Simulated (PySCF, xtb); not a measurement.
diphosphorus cation (P2), SMILES P#P (connectivity only; charge and spin as stated), charge +1, multiplicity 2.

Harmonic wavenumbers (cm⁻¹) from GFN2-xTB (xtb) at its own minimum, in rising order: 805.

Problem. What does B3LYP-D3(BJ)/def2-TZVPD run with PySCF give at its own minimum? (The exact figures need the calculation; the answer reports its results.)

Solution. 703. Paired by order, the mean absolute difference is 102 cm⁻¹ and the zero-point energies are 1.2 and 1.0 kcal/mol.
